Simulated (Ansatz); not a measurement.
# CH₄NNa (SMILES N[CH2][Na]): single points off equilibrium

Aim: energy, forces and dipole at a structure displaced at random from a GFN2-xTB minimum, from CCSD(T) and from density functionals.

Computed with Ansatz 0.2.0, Gaussian basis. Level: single points in def2-TZVPP.

Cores are frozen in the correlated methods. The outer core shell of Li, Na, Mg and K is correlated.

## Step 1: The system as given

SMILES `N[CH2][Na]`, 7 atoms, charge 0, spin multiplicity 1.

Atoms are counted from 1 here; the program's logs count them from 0.

Bond lengths: N1–C2 1.519 Å, N1–H4 0.993 Å, N1–H5 1.056 Å, C2–Na3 2.447 Å, C2–H6 1.059 Å, C2–H7 1.083 Å. Angles: C2–N1–H4 109.6°, C2–N1–H5 112.2°, H4–N1–H5 109.2°, N1–C2–Na3 121.7°, N1–C2–H6 105.4°, N1–C2–H7 107.6°, Na3–C2–H6 108.1°, Na3–C2–H7 105.1°, H6–C2–H7 108.3°.

As a file:

```
atom     x (Å)     y (Å)     z (Å)
  N1  -0.18480  -0.69670  -0.77950
  C2   0.37220   0.05870   0.41500
 Na3  -0.59900   2.17550   1.16520
  H4  -1.13100  -0.94220  -0.60720
  H5  -0.12970  -0.13130  -1.67010
  H6   1.39410   0.22550   0.19140
  H7   0.31410  -0.59870   1.27400
```

## Step 2: CCSD(T)/def2-TZVPP

Input file run/in.yaml:

```yaml
crystal:
  periodic: [false, false, false]
  atoms:
    - {symbol: N, position_ang: [-0.184800, -0.696700, -0.779500]}
    - {symbol: C, position_ang: [0.372200, 0.058700, 0.415000]}
    - {symbol: Na, position_ang: [-0.599000, 2.175500, 1.165200]}
    - {symbol: H, position_ang: [-1.131000, -0.942200, -0.607200]}
    - {symbol: H, position_ang: [-0.129700, -0.131300, -1.670100]}
    - {symbol: H, position_ang: [1.394100, 0.225500, 0.191400]}
    - {symbol: H, position_ang: [0.314100, -0.598700, 1.274000]}
basis:
  gaussian: {orbitals: def2-TZVPP}
correlation: {method: ccsd_t}
output: {forces: true}
```

No record of the launch command was kept for these runs.

## Step 3: PBE0-D4/def2-TZVPP

Edit run/in.yaml of step 2 so:

```diff
@@ -12,3 +12,3 @@
   gaussian: {orbitals: def2-TZVPP}
-correlation: {method: ccsd_t}
-output: {forces: true}
+hamiltonian: {xc: pbe0, dispersion: d4}
+output: {forces: true, orbitals: {seedname: orbitals}}
```

## Step 4: wB97M-V/def2-TZVPP

Edit run/in.yaml of step 3 so:

```diff
@@ -12,3 +12,3 @@
   gaussian: {orbitals: def2-TZVPP}
-hamiltonian: {xc: pbe0, dispersion: d4}
-output: {forces: true, orbitals: {seedname: orbitals}}
+hamiltonian: {xc: {name: wB97M-V}}
+output: {forces: true}
```

## Step 5: r2SCAN-D4/def2-TZVPP

Edit run/in.yaml of step 4 so:

```diff
@@ -12,3 +12,3 @@
   gaussian: {orbitals: def2-TZVPP}
-hamiltonian: {xc: {name: wB97M-V}}
+hamiltonian: {xc: r2scan, dispersion: d4}
 output: {forces: true}
```

## Step 6: PBE-D4/def2-TZVPP

Edit run/in.yaml of step 5 so:

```diff
@@ -12,3 +12,3 @@
   gaussian: {orbitals: def2-TZVPP}
-hamiltonian: {xc: r2scan, dispersion: d4}
+hamiltonian: {xc: pbe, dispersion: d4}
 output: {forces: true}
```

## Step 7: B97M-V/def2-TZVPP

Edit run/in.yaml of step 6 so:

```diff
@@ -12,3 +12,3 @@
   gaussian: {orbitals: def2-TZVPP}
-hamiltonian: {xc: pbe, dispersion: d4}
+hamiltonian: {xc: {name: B97M-V}}
 output: {forces: true}
```

## Step 8: CAM-B3LYP-D4/def2-TZVPP

Edit run/in.yaml of step 7 so:

```diff
@@ -12,3 +12,3 @@
   gaussian: {orbitals: def2-TZVPP}
-hamiltonian: {xc: {name: B97M-V}}
+hamiltonian: {xc: {name: CAM-B3LYP}, dispersion: d4}
 output: {forces: true}
```

(Steps that only read results are left out.)

**Question.** What will these runs give? Wanted: energy less free atoms, CCSD(T)/def2-TZVPP; RMS force component; RMS force error; HOMO and LUMO, PBE0-D4; T1 diagnostic.

The runs gave:

| quantity | value |
| --- | --- |
| energy less free atoms, CCSD(T)/def2-TZVPP | -2008.9 kJ/mol |
| RMS force component | 0.763 to 0.841 eV/Å over the methods |
| RMS force error | PBE0-D4 0.129, wB97M-V 0.090, r2SCAN-D4 0.079, PBE-D4 0.200, B97M-V 0.137, CAM-B3LYP-D4 0.094 eV/Å |
| HOMO and LUMO, PBE0-D4 | -3.71 and -1.37 eV |
| T1 diagnostic | 0.020 |

Against CCSD(T) the functionals' energies less atoms differ by -134.7 to -56.6 kJ/mol, PBE-D4 by -134.7 kJ/mol. CCSD(T) in triple zeta still lacks some correlation energy of the bonds, so part of these gaps is its own basis error and they don't rank the functionals. On forces the order runs from r2SCAN-D4 to PBE-D4. Frozen-core CCSD(T) forces in triple zeta carry basis errors of their own, and this is one geometry, so small gaps rank nothing. The restricted Hartree–Fock reference is unstable towards an unrestricted one at one or more of these structures.
